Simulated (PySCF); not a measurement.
**Structure elucidation problem**

Molecular formula: CH₆N₂. Simulated spectra:

¹H NMR (500 MHz, computed): δ 2.91 (br s, 2H), 2.65 (s, 3H), 2.09 (br s, 1H).

¹³C{¹H} NMR (computed): δ 43.3 (CH3).

PySCF 2.14 calculation with GFN2-xTB geometry, NMR shieldings at PBE0/pcSseg-1/GIAO and J: B3LYP/pcJ-1; a single conformation, non-relativistic, averaged over atoms made equivalent by symmetry, fast rotation or ring inversion, no solvent.

δ = σ(ref) − σ, references computed at the same level: TMS for ¹H (σ = 31.72 ppm), ¹³C (σ = 186.93 ppm).

Question: Propose a structure and justify it.

Answer: 
1. Rings plus π bonds: 0.
2. Carbon types of the structure: 1 × CH3, leaving 3 H on heteroatoms.
3. δC 43.3: methyl carbon bonded to N; pulled downfield by the heteroatom.
4. δH 2.91, 2.09: hydrogen on a nitrogen bonded to O or N; exchangeable, gas-phase position.
5. δH 2.65: hydrogen on a methyl carbon bonded to N; its carbon carries N, which withdraws density.

These data were computed for `CNN`.

The OH or NH signal is concentration- and solvent-dependent in practice; the value given is the gas-phase one. Shifts are as computed. Against solution values, carbons near 30 ppm lie about +3 ppm off and those near 130 ppm about +5 ppm. Of 1211 compounds with measured shifts, 218 miss one by over three times the rms of a fit or turn the order of signals round; such compounds aren't used in these exercises. Couplings to exchangeable protons are dropped.
